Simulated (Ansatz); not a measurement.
**CH3S− (SMILES C[S-]): one structure at several levels**

The task here is to estimate one member of a computed series from the others.

The runs use Ansatz 0.2.0, Gaussian basis; single points in def2-TZVPPD.

Correlated methods freeze the cores.

## Starting geometry

SMILES `C[S-]`, 5 atoms, charge -1, spin multiplicity 1.

Atoms are counted from 1 here; the program's logs count them from 0.

Bond lengths: C1–S2 1.778 Å, C1–H3 1.210 Å, C1–H4 0.952 Å, C1–H5 1.094 Å. Angles: S2–C1–H3 104.6°, S2–C1–H4 103.3°, S2–C1–H5 115.5°, H3–C1–H4 102.9°, H3–C1–H5 111.3°, H4–C1–H5 117.7°.

As a file:

```xyz
5
CH3S
C    -0.1105    0.1075    0.0547
S     1.4048   -0.3357   -0.7621
H    -0.2653   -0.7484    0.8953
H    -0.7769   -0.1050   -0.5908
H    -0.1311    1.1078    0.4971
```

The first run:

File run/in.yaml:

```yaml
crystal:
  periodic: [false, false, false]
  atoms:
    - {symbol: C, position_ang: [-0.110500, 0.107500, 0.054700]}
    - {symbol: S, position_ang: [1.404800, -0.335700, -0.762100]}
    - {symbol: H, position_ang: [-0.265300, -0.748400, 0.895300]}
    - {symbol: H, position_ang: [-0.776900, -0.105000, -0.590800]}
    - {symbol: H, position_ang: [-0.131100, 1.107800, 0.497100]}
basis:
  gaussian: {orbitals: "def2-TZVPPD.json"}
total_charge: -1
correlation: {method: ccsd_t}
output: {forces: true}
```

The basis file named in the input lies beside it (Basis Set Exchange, JSON).

No record of the launch command was kept for these runs.

Among the steps run: CCSD(T)/def2-TZVPPD; PBE0-D4/def2-TZVPPD; wB97M-V/def2-TZVPPD; r2SCAN-D4/def2-TZVPPD; PBE-D4/def2-TZVPPD; CAM-B3LYP-D4/def2-TZVPPD; LC-wPBE/def2-TZVPPD.

One table of the session follows, with a row left open; its other results are not shown here.

```
      method  RMS force component (eV/Å)  angle to CCSD(T) forces (°)
     CCSD(T)                       2.786                    reference
     PBE0-D4                           ?                            ?
     wB97M-V                       2.752                          1.6
   r2SCAN-D4                       2.748                          1.7
      PBE-D4                       2.783                          2.8
CAM-B3LYP-D4                       2.749                          2.0
     LC-wPBE                       2.831                          4.0
```

Estimate the missing values for PBE0-D4.

The run gave: RMS force component (eV/Å): 2.785; angle to CCSD(T) forces (°): 2.7. In the column «RMS force component (eV/Å)» it lies between PBE-D4 (2.783) and CCSD(T) (2.786).

Caveats from the session: The anion's highest level is positive in at least one run, so there the basis alone may hold the extra electron.
